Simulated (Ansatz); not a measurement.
bcc Rb was calculated with PBE0-D3(BJ) (plane waves, PAW; Ansatz, an electronic-structure program).

Numerical settings: plane-wave cutoff 460 eV, 8×8×8 k mesh, Fermi–Dirac smearing 0.05 eV, scalar-relativistic PAW data made under PBE.

Computed at the level's own relaxed cell.

Task: Predict the equilibrium volume per atom, bulk modulus, lattice constant a and pressure derivative B′ of the bulk modulus.

Result: 
- equilibrium volume per atom: 87.66 Å³/atom
- bulk modulus: 3.13 GPa
- lattice constant a: 5.597 Å
- pressure derivative B′ of the bulk modulus: 3.7

Measured, for comparison: equilibrium volume per atom 86.68 Å³/atom, lattice constant a 5.576 Å (low-temperature or extrapolated to 0 K; zero-point anharmonic expansion removed; as tabulated in Csonka et al. (2009), arXiv:0903.4037); bulk modulus 2.92 GPa (corrected for temperature and zero-point phonon effects, our sources range from 2.92 to 3.60; as tabulated in Levämäki et al. (2014), arXiv:1402.3671). Computed (rounded) less measured: equilibrium volume per atom +1.1 %, bulk modulus not scored (sources differ), lattice constant a +0.4 %.

Computed values are for the static lattice.
